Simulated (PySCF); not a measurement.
# C3H5FS: a tour of settings

Aim: see how C3H5FS (`F[C@@H]1C[C@@H]1S`) answers to the choice of functional, basis, grid and SCF options, and what happens with inputs that are wrong on purpose.

Programs: PySCF 2.14.0, with density-fitted response routines of our own. Each step states its level of theory. These are calculated values for one molecule, in the gas phase or a continuum, unless marked as measured. Atoms count from 0, in the outputs and in this text.

### 1 The molecule as given

10 atoms, charge 0, multiplicity 1; geometry from: GFN2-xTB.

Bonds of the start (Å): F0–C1 1.36, C1–C2 1.50, C2–C3 1.50, C3–S4 1.80, C3–C1 1.50, C1–H5 1.08, C2–H6 1.08, C2–H7 1.08, C3–H8 1.08, S4–H9 1.33.

### 2 Spin-spin couplings: WP04/6-31G* in chloroform

The job: settings as JSON, then the geometry in Å.

```
{"job": {"kind": "j", "xc": "WP04", "basis": "6-31G*", "solvent": "chloroform"}, "charge": 0, "multiplicity": 1}
F      0.562726     1.611088    -0.657096
C     -0.154787     0.462410    -0.809593
C     -0.986741     0.007118     0.347874
C      0.256094    -0.748580    -0.034469
S      1.709101    -0.745343     1.030011
H     -0.499680     0.375226    -1.832558
H     -0.941136     0.611505     1.241344
H     -1.953312    -0.431314     0.156008
H      0.155077    -1.713444    -0.510556
H      1.861540     0.575987     1.046508
```

With the program's defaults for keys left out, this is: WP04/6-31G* indirect spin-spin coupling, non-relativistic, IEF-PCM chloroform.

Started as:

```sh
> OMP_NUM_THREADS=1 python probes_run.py task.json out
```

This one command runs all jobs of the session in turn.

Output:

```text
coarse grid: 9072 points
cycle   1  E = -623.7749176343  dE =  6.176e-01  |g| = 7.278e-01  |ddm| = 3.118e+00
cycle   2  E = -623.7060677800  dE =  6.885e-02  |g| = 9.998e-01  |ddm| = 1.357e+00
cycle   3  E = -623.8718541817  dE = -1.658e-01  |g| = 1.049e-01  |ddm| = 7.913e-01
cycle   4  E = -623.8743264794  dE = -2.472e-03  |g| = 2.595e-02  |ddm| = 1.230e-01
cycle   5  E = -623.8744671543  dE = -1.407e-04  |g| = 9.662e-03  |ddm| = 3.412e-02
cycle   6  E = -623.8744924583  dE = -2.530e-05  |g| = 2.280e-03  |ddm| = 1.407e-02
cycle   7  E = -623.8744936894  dE = -1.231e-06  |g| = 5.656e-04  |ddm| = 2.404e-03
final grid: 83840 points
cycle   8  E = -623.8184175113  dE = -2.452e-05  |g| = 8.896e-03  |ddm| = 2.196e-02
cycle   9  E = -623.8183948503  dE =  2.266e-05  |g| = 1.371e-02  |ddm| = 1.944e-02
cycle  10  E = -623.8184360682  dE = -4.122e-05  |g| = 9.182e-04  |ddm| = 1.167e-02
cycle  11  E = -623.8184362334  dE = -1.652e-07  |g| = 1.858e-04  |ddm| = 9.169e-04
cycle  12  E = -623.8184362406  dE = -7.241e-09  |g| = 3.444e-05  |ddm| = 2.044e-04
cycle  13  E = -623.8184362409  dE = -2.242e-10  |g| = 1.812e-05  |ddm| = 4.751e-05
converged SCF energy = -623.8184362409

Indirect spin-spin couplings (Hz)
  i      j    bonds     total        FC       PSO       DSO        SD
  0 F    1 C    1   -209.650  -242.486    18.493     1.028    13.316
  0 F    2 C    2      9.792    10.201     0.282    -0.111    -0.580
  0 F    3 C    2     10.377    11.862    -0.787    -0.043    -0.654
  0 F    4 S    3     -5.938    -3.669    -2.458    -0.003     0.193
  0 F    5 H    2     56.770    53.595     6.906    -1.107    -2.624
  0 F    6 H    3     14.218    13.940     0.914     0.159    -0.795
  0 F    7 H    3      7.112     8.225     0.847    -1.876    -0.083
  0 F    8 H    3      0.578     1.898     0.493    -1.858     0.045
  0 F    9 H    4     -1.060    -2.563    -0.682     2.103     0.082
  1 C    2 C    1     25.947    26.505    -0.815     0.257         -
  1 C    3 C    1     27.499    28.261    -1.058     0.296         -
  1 C    4 S    2      0.238     0.207     0.036    -0.004         -
  1 C    5 H    1    213.566   213.008    -0.674     1.232         -
  1 C    6 H    2     -4.384    -4.370     0.132    -0.147         -
  1 C    7 H    2     -1.555    -1.608     0.241    -0.188         -
  1 C    8 H    2     -1.803    -1.868     0.178    -0.113         -
  1 C    9 H    3      3.679     3.502    -0.033     0.210         -
  2 C    3 C    1     23.206    23.455    -0.491     0.242         -
  2 C    4 S    2      0.365     0.526    -0.155    -0.007         -
  2 C    5 H    2     -0.348    -0.265     0.239    -0.322         -
  2 C    6 H    1    186.397   185.013     0.419     0.965         -
  2 C    7 H    1    180.540   179.156     0.501     0.883         -
  2 C    8 H    2     -2.556    -2.628     0.334    -0.262         -
  2 C    9 H    3     -0.267    -0.345     0.039     0.039         -
  3 C    4 S    1     -7.467    -8.441     0.929     0.045         -
  3 C    5 H    2      0.257     0.253     0.212    -0.209         -
  3 C    6 H    2     -5.264    -5.343     0.236    -0.156         -
  3 C    7 H    2     -3.379    -3.531     0.383    -0.231         -
  3 C    8 H    1    192.676   191.497     0.027     1.152         -
  3 C    9 H    2     -3.113    -3.402     0.239     0.050         -
  4 S    5 H    3     -0.251    -0.114    -0.019    -0.119         -
  4 S    6 H    3      1.132     1.155    -0.031     0.007         -
  4 S    7 H    3      0.836     0.993    -0.044    -0.113         -
  4 S    8 H    2      6.396     6.184     0.261    -0.049         -
  4 S    9 H    1     34.478    31.819     2.545     0.114         -
  5 H    6 H    3      1.401     2.492     1.630    -2.721         -
  5 H    7 H    3      5.743     5.966     0.176    -0.399         -
  5 H    8 H    3      6.069     6.110     0.078    -0.119         -
  5 H    9 H    4     -0.992    -0.463     0.947    -1.476         -
  6 H    7 H    2    -13.287   -12.116     1.649    -2.820         -
  6 H    8 H    3      5.772     6.770     1.655    -2.653         -
  6 H    9 H    4      0.341    -0.321    -0.669     1.330         -
  7 H    8 H    3      9.003     9.093     0.164    -0.255         -
  7 H    9 H    4     -1.006    -0.332     0.928    -1.602         -
  8 H    9 H    3      9.089    10.773     1.138    -2.821         -
```

Run time: 2.9 s. Hardware: 1 thread of AMD EPYC 9R45, shared host; peak memory 0.47 GiB.

The basis is not made for couplings: without tight functions at the nuclei these values are rough.

A choice of the couplings up to four bonds, sorted by the number of bonds; isotopes 13C, 19F, 1H, 33S:

| pair | bonds | J (Hz) | Fermi contact (Hz) | dihedral (°) |
| --- | --- | --- | --- | --- |
| C1–H5 | 1 | 213.6 | 213.0 | – |
| F0–C1 | 1 | -209.7 | -242.5 | – |
| C3–H8 | 1 | 192.7 | 191.5 | – |
| C2–H6 | 1 | 186.4 | 185.0 | – |
| C2–H7 | 1 | 180.5 | 179.2 | – |
| S4–H9 | 1 | 34.5 | 31.8 | – |
| C1–C3 | 1 | 27.5 | 28.3 | – |
| C1–C2 | 1 | 25.9 | 26.5 | – |
| C2–C3 | 1 | 23.2 | 23.5 | – |
| F0–H5 | 2 | 56.8 | 53.6 | – |
| H6–H7 | 2 | -13.3 | -12.1 | – |
| F0–C3 | 2 | 10.4 | 11.9 | – |
| F0–C2 | 2 | 9.8 | 10.2 | – |
| S4–H8 | 2 | 6.4 | 6.2 | – |
| C3–H6 | 2 | -5.3 | -5.3 | – |
| C1–H6 | 2 | -4.4 | -4.4 | – |
| C3–H7 | 2 | -3.4 | -3.5 | – |
| C3–H9 | 2 | -3.1 | -3.4 | – |
| F0–H6 | 3 | 14.2 | 13.9 | -2 |
| H8–H9 | 3 | 9.1 | 10.8 | 158 |
| H7–H8 | 3 | 9.0 | 9.1 | 1 |
| F0–H7 | 3 | 7.1 | 8.2 | 142 |
| H5–H8 | 3 | 6.1 | 6.1 | -3 |
| F0–S4 | 3 | -5.9 | -3.7 | -3 |
| H6–H8 | 3 | 5.8 | 6.8 | 146 |
| H5–H7 | 3 | 5.7 | 6.0 | 1 |
| C1–H9 | 3 | 3.7 | 3.5 | 14 |
| F0–H9 | 4 | -1.1 | -2.6 | – |
| H7–H9 | 4 | -1.0 | -0.3 | – |

The spin-dipole term was solved for some atoms only; pairs without it lack that part.

The response was solved for the nuclei of C, F, H alone, so couplings that need other nuclei can be missing.

Quadrupole couplings from the field gradients of the same density:

| atom | isotope | eQq/h (MHz) | η |
| --- | --- | --- | --- |
| S4 | 33S | 45.2 | 0.61 |

### 3 Shielding tensors: LDA/pcSseg-1

The job, as its differences from that of step 2:

```diff
@@ -1,2 +1,2 @@
-{"job": {"kind": "j", "xc": "WP04", "basis": "6-31G*", "solvent": "chloroform"}, "charge": 0, "multiplicity": 1}
+{"job": {"kind": "nmr", "xc": "LDA", "basis": "pcSseg-1", "pop": false, "grid": 0, "scf": {"max_cycle": 81}}, "charge": 0, "multiplicity": 1}
 F      0.562726     1.611088    -0.657096
```

Method: GIAO LDA/pcSseg-1 NMR shielding, non-relativistic, gas phase.

Output:

```text
final grid: 9072 points
cycle   1  E = -612.1113909586  dE =  5.608e-01  |g| = 4.893e-01  |ddm| = 2.889e+00
cycle   2  E = -612.0512747031  dE =  6.012e-02  |g| = 7.674e-01  |ddm| = 1.013e+00
cycle   3  E = -612.1606380657  dE = -1.094e-01  |g| = 8.989e-02  |ddm| = 6.147e-01
cycle   4  E = -612.1621291152  dE = -1.491e-03  |g| = 3.695e-02  |ddm| = 1.153e-01
cycle   5  E = -612.1623633264  dE = -2.342e-04  |g| = 9.521e-03  |ddm| = 3.471e-02
cycle   6  E = -612.1623822705  dE = -1.894e-05  |g| = 3.531e-03  |ddm| = 1.413e-02
cycle   7  E = -612.1623847507  dE = -2.480e-06  |g| = 9.283e-04  |ddm| = 3.921e-03
cycle   8  E = -612.1623849395  dE = -1.888e-07  |g| = 2.536e-04  |ddm| = 9.218e-04
cycle   9  E = -612.1623849557  dE = -1.619e-08  |g| = 4.558e-05  |ddm| = 3.265e-04
cycle  10  E = -612.1623849562  dE = -5.565e-10  |g| = 9.006e-06  |ddm| = 6.962e-05
converged SCF energy = -612.1623849562

GIAO shielding tensors (ppm)
atom      isotropic    diamagn.    paramagn.     s11        s22        s33       span
  0 F      408.197     471.678     -63.481    366.001    412.183    446.406     80.405
  1 C      104.340     244.386    -140.046     49.803     77.624    185.593    135.790
  2 C      162.670     252.834     -90.164    130.905    154.825    202.281     71.376
  3 C      160.474     253.898     -93.424    131.017    149.587    200.817     69.799
  4 S      602.477    1054.973    -452.496    397.832    579.633    829.965    432.133
  5 H       26.398      29.125      -2.727     20.834     25.754     32.605     11.772
  6 H       30.918      30.215       0.702     25.545     29.952     37.256     11.711
  7 H       30.169      29.873       0.297     24.733     25.973     39.802     15.069
  8 H       29.530      30.230      -0.699     22.045     27.057     39.489     17.444
  9 H       29.061      29.203      -0.142     21.081     28.878     37.223     16.142
```

Run time: 3.4 s. Hardware: 1 thread of AMD EPYC 9R45, shared host; peak memory 0.5 GiB.

The run ended normally, but its values are not to be used for the molecule: grid level 0 is too coarse.

### 4 TDDFT and polarisability: OPBE/def2-SVPD

The job, as its differences from that of step 3:

```diff
@@ -1,2 +1,2 @@
-{"job": {"kind": "nmr", "xc": "LDA", "basis": "pcSseg-1", "pop": false, "grid": 0, "scf": {"max_cycle": 81}}, "charge": 0, "multiplicity": 1}
+{"job": {"kind": "uv", "xc": "OPBE", "basis": "def2-SVPD", "nstates": 6, "ntriplets": 0, "tda": false, "scf": {"aux": "def2-universal-jkfit"}}, "charge": 0, "multiplicity": 1}
 F      0.562726     1.611088    -0.657096
```

With the program's defaults for keys left out, this is: TDDFT OPBE/def2-SVPD, vertical, gas phase, core orbitals frozen in the response.

Output:

```text
final grid: 83840 points
cycle   1  E = -614.8926074963  dE =  5.213e-01  |g| = 4.421e-01  |ddm| = 5.162e+00
cycle   2  E = -614.8392881747  dE =  5.332e-02  |g| = 7.077e-01  |ddm| = 1.349e+00
cycle   3  E = -614.9337882985  dE = -9.450e-02  |g| = 8.735e-02  |ddm| = 7.607e-01
cycle   4  E = -614.9352753818  dE = -1.487e-03  |g| = 3.203e-02  |ddm| = 1.707e-01
cycle   5  E = -614.9354826460  dE = -2.073e-04  |g| = 1.045e-02  |ddm| = 6.153e-02
cycle   6  E = -614.9355108336  dE = -2.819e-05  |g| = 2.893e-03  |ddm| = 2.448e-02
cycle   7  E = -614.9355128838  dE = -2.050e-06  |g| = 7.935e-04  |ddm| = 6.311e-03
cycle   8  E = -614.9355130327  dE = -1.489e-07  |g| = 2.152e-04  |ddm| = 2.130e-03
cycle   9  E = -614.9355130448  dE = -1.212e-08  |g| = 6.515e-05  |ddm| = 5.808e-04
cycle  10  E = -614.9355130461  dE = -1.313e-09  |g| = 1.025e-05  |ddm| = 1.512e-04
cycle  11  E = -614.9355130461  dE = -2.751e-11  |g| = 4.673e-06  |ddm| = 3.704e-05
converged SCF energy = -614.9355130461

Static polarisability (au): isotropic 56.665, principal 50.096 53.155 66.744

Singlet excitations
state   eV       nm        f      main configurations
  1   5.2163    237.7   0.00822   H->L 0.98
  2   5.4408    227.9   0.01461   H->L+1 0.97
  3   5.8357    212.5   0.00841   H->L+2 0.97
  4   6.3036    196.7   0.00698   H->L+3 0.97
  5   6.5147    190.3   0.00389   H->L+4 0.98
  6   6.7634    183.3   0.01997   H-1->L 0.95
```

It took 7 s on 1 thread of AMD EPYC 9R45, shared host; peak memory 0.51 GiB.

The orbitals next to the gap, with their largest atomic shares:

| orbital | eV | atoms |
| --- | --- | --- |
| HOMO−3 | -8.76 | S4 53 %, C3 13 %, F0 9 % |
| HOMO−2 | -8.23 | C3 25 %, F0 24 %, C2 14 % |
| HOMO−1 | -7.13 | C1 25 %, F0 24 %, C2 20 % |
| HOMO | -5.58 | S4 68 %, C3 12 %, C2 8 % |
| LUMO | -0.53 | S4 45 %, C3 16 %, C1 11 % |
| LUMO+1 | -0.20 | S4 43 %, H9 11 %, H8 9 % |
| LUMO+2 | 0.18 | S4 38 %, H9 14 %, H8 12 % |

With each of the 6 states as a Gaussian band of 0.4 eV half-width at 1/e, the curve within the window shown has maxima at 228 nm (ε 970), 186 nm (ε 1,000) L/(mol cm). Beyond the last state computed it falls off for lack of states. The curve at chosen wavelengths:

(nm, ε (L/mol/cm)): (176, 492), (180, 802), (183, 966), (187, 1025), (191, 933), (195, 784), (198, 685), (202, 601), (206, 583), (209, 608), (213, 680), (217, 777), (221, 873), (224, 930), (228, 965), (232, 941), (236, 859), (239, 768), (243, 625), (247, 478), (250, 377), (254, 262), (258, 173), (262, 109), (265, 75), (269, 44)

Ground-state properties from the same run:

| property | computed |
| --- | --- |
| dipole moment (D) | 2.09 |
| polarisability (Å³) | 8.40 |
| HOMO–LUMO gap (eV) | 5.05 |
| −ε(HOMO) (eV) | 5.58 |

### 5 Indirect couplings: PBE0/6-31G* in methanol

The job, as its differences from that of step 4:

```diff
@@ -1,2 +1,2 @@
-{"job": {"kind": "uv", "xc": "OPBE", "basis": "def2-SVPD", "nstates": 6, "ntriplets": 0, "tda": false, "scf": {"aux": "def2-universal-jkfit"}}, "charge": 0, "multiplicity": 1}
+{"job": {"kind": "j", "xc": "PBE0", "basis": "6-31G*", "solvent": "methanol", "scf": {"guess": "vsap"}}, "charge": 0, "multiplicity": 1}
 F      0.562726     1.611088    -0.657096
```

Method: PBE0/6-31G* indirect spin-spin coupling, non-relativistic, IEF-PCM methanol.

Output:

```text
final grid: 83840 points
cycle   1  E = -612.6882228975  dE =  1.129e+00  |g| = 2.674e+00  |ddm| = 6.740e+00
cycle   2  E = -603.9302763658  dE =  8.758e+00  |g| = 6.279e+00  |ddm| = 9.458e+00
cycle   3  E = -614.8037431950  dE = -1.087e+01  |g| = 6.477e-01  |ddm| = 6.951e+00
cycle   4  E = -614.8884783409  dE = -8.474e-02  |g| = 3.612e-01  |ddm| = 1.081e+00
cycle   5  E = -614.9174445846  dE = -2.897e-02  |g| = 7.786e-02  |ddm| = 3.923e-01
cycle   6  E = -614.9186493656  dE = -1.205e-03  |g| = 3.522e-02  |ddm| = 9.494e-02
cycle   7  E = -614.9189052897  dE = -2.559e-04  |g| = 3.941e-03  |ddm| = 3.553e-02
cycle   8  E = -614.9189089455  dE = -3.656e-06  |g| = 1.550e-03  |ddm| = 6.391e-03
cycle   9  E = -614.9189095084  dE = -5.630e-07  |g| = 4.110e-04  |ddm| = 1.524e-03
cycle  10  E = -614.9189095573  dE = -4.889e-08  |g| = 4.017e-05  |ddm| = 6.159e-04
cycle  11  E = -614.9189095580  dE = -6.420e-10  |g| = 9.142e-06  |ddm| = 1.023e-04
converged SCF energy = -614.9189095580

Indirect spin-spin couplings (Hz)
  i      j    bonds     total        FC       PSO       DSO        SD
  0 F    1 C    1   -213.124  -246.704    19.767     1.006    12.807
  0 F    2 C    2     11.765    12.273     0.201    -0.113    -0.595
  0 F    3 C    2     12.423    14.098    -0.976    -0.046    -0.654
  0 F    4 S    3     -6.612    -4.085    -2.776    -0.004     0.253
  0 F    5 H    2     57.582    54.122     7.225    -1.085    -2.680
  0 F    6 H    3     16.442    16.036     1.024     0.154    -0.772
  0 F    7 H    3      8.698     9.826     0.874    -1.860    -0.142
  0 F    8 H    3      0.485     1.831     0.487    -1.843     0.009
  0 F    9 H    4     -1.140    -2.788    -0.497     2.092     0.053
  1 C    2 C    1     25.533    26.136    -0.860     0.257         -
  1 C    3 C    1     27.166    27.920    -1.050     0.296         -
  1 C    4 S    2      0.195     0.170     0.030    -0.004         -
  1 C    5 H    1    200.375   199.744    -0.641     1.272         -
  1 C    6 H    2     -4.080    -4.071     0.131    -0.140         -
  1 C    7 H    2     -1.323    -1.361     0.217    -0.179         -
  1 C    8 H    2     -1.546    -1.607     0.164    -0.104         -
  1 C    9 H    3      3.908     3.735    -0.032     0.204         -
  2 C    3 C    1     22.279    22.533    -0.494     0.240         -
  2 C    4 S    2      0.359     0.519    -0.153    -0.007         -
  2 C    5 H    2      0.002     0.084     0.234    -0.316         -
  2 C    6 H    1    172.607   171.125     0.481     1.001         -
  2 C    7 H    1    168.277   166.835     0.528     0.914         -
  2 C    8 H    2     -2.458    -2.548     0.345    -0.255         -
  2 C    9 H    3     -0.248    -0.318     0.034     0.037         -
  3 C    4 S    1     -7.157    -8.341     1.139     0.045         -
  3 C    5 H    2      1.069     1.060     0.210    -0.202         -
  3 C    6 H    2     -5.029    -5.116     0.238    -0.150         -
  3 C    7 H    2     -3.005    -3.167     0.385    -0.223         -
  3 C    8 H    1    180.203   178.955     0.065     1.184         -
  3 C    9 H    2     -2.464    -2.790     0.274     0.051         -
  4 S    5 H    3     -0.277    -0.151    -0.008    -0.118         -
  4 S    6 H    3      1.568     1.574    -0.013     0.007         -
  4 S    7 H    3      1.091     1.235    -0.032    -0.112         -
  4 S    8 H    2      6.245     6.015     0.277    -0.048         -
  4 S    9 H    1     36.190    33.412     2.663     0.115         -
  5 H    6 H    3      1.449     2.514     1.619    -2.684         -
  5 H    7 H    3      5.939     6.156     0.169    -0.386         -
  5 H    8 H    3      6.156     6.189     0.074    -0.107         -
  5 H    9 H    4     -0.995    -0.474     0.943    -1.463         -
  6 H    7 H    2    -12.774   -11.674     1.625    -2.724         -
  6 H    8 H    3      5.599     6.568     1.646    -2.615         -
  6 H    9 H    4      0.361    -0.293    -0.663     1.317         -
  7 H    8 H    3      9.079     9.160     0.162    -0.243         -
  7 H    9 H    4     -0.986    -0.319     0.920    -1.587         -
  8 H    9 H    3      8.792    10.459     1.126    -2.793         -
```

Run time: 3.1 s. Hardware: 1 thread of AMD EPYC 9R45, shared host; peak memory 0.6 GiB.

This basis has no tight s functions, so the Fermi-contact terms are rough.

This run: J(F0,C1) -213.1 Hz, J(C1,H5) 200.4 Hz, J(C3,H8) 180.2 Hz.

### 6 Shielding tensors: BHandHLYP/Sadlej pVTZ

The job, as its differences from that of step 5:

```diff
@@ -1,2 +1,2 @@
-{"job": {"kind": "j", "xc": "PBE0", "basis": "6-31G*", "solvent": "methanol", "scf": {"guess": "vsap"}}, "charge": 0, "multiplicity": 1}
+{"job": {"kind": "nmr", "xc": "BHandHLYP", "basis": "Sadlej pVTZ", "pop": false, "scf": {"guess": "1e", "max_cycle": 1}}, "charge": 0, "multiplicity": 1}
 F      0.562726     1.611088    -0.657096
```

With the program's defaults for keys left out, this is: GIAO BHandHLYP/Sadlej pVTZ NMR shielding, non-relativistic, gas phase.

Output:

```text
final grid: 83840 points
cycle   1  E = -536.3771282458  dE =  3.211e+01  |g| = 1.101e+01  |ddm| = 6.896e+02
SCF not converged, last energy = -536.3771282458
```

Wall time 1.2 s (1 thread of AMD EPYC 9R45, shared host); peak memory 0.66 GiB.

**What went wrong.** The cap of 1 cycle ended the SCF at a gradient of 1.1e+01. Cure: raise the cap. Numbers printed on the way are no properties of the molecule.

### 7 Comparing the runs: spin-spin couplings

Couplings (Hz), with basis size and wall time:

| run | C1–H5 | F0–C1 | C3–H8 | C2–H6 | C2–H7 | F0–H5 | S4–H9 | functions | time |
| --- | --- | --- | --- | --- | --- | --- | --- | --- | --- |
| WP04/6-31G* in chloroform | 213.6 | -209.7 | 192.7 | 186.4 | 180.5 | 56.8 | 34.5 | 84 | 2.9 s |
| PBE0/6-31G* in methanol | 200.4 | -213.1 | 180.2 | 172.6 | 168.3 | 57.6 | 36.2 | 84 | 3.1 s |

### 8 What came out

| quantity | value |
| --- | --- |
| largest coupling of the table (WP04/6-31G*) | ¹J(C,H) C1–H5, 213.6 Hz |
| lowest singlet (OPBE/def2-SVPD) | 5.22 eV (238 nm), f = 0.008 |
| brightest single state of those computed | state 6, 6.76 eV, f = 0.020 |
| range of J(C1,H5), mean over like pairs | 200.4 to 213.6 Hz |
| property runs in this session | 5, of which 1 failed and 1 gave unsound results |

Single values in the summary come from the first run of each kind that ended normally (WP04/6-31G*; OPBE/def2-SVPD), which need not be the best level. In the run at WP04/6-31G*, the largest coupling of the table is C1–H5, 213.6 Hz, of which the Fermi-contact term gives 213.0 Hz. Couplings across rotatable bonds belong to this one conformer; where others are populated, the observed values are averages. The lowest singlet, at 5.22 eV, is HOMO→LUMO 0.98 and is weak; of the 6 states computed, the strongest absorption comes from state 6 at 6.76 eV (the last computed, so partners may be missing). States above −ε(HOMO) lie where TDDFT describes them poorly and they hang on the basis; the brightest is among them. The coupling C1–H5, as a mean over pairs of its kind, runs from 200.4 Hz (PBE0/6-31G* in methanol) to 213.6 Hz (WP04/6-31G* in chloroform). Couplings from bases without tight functions are rough.
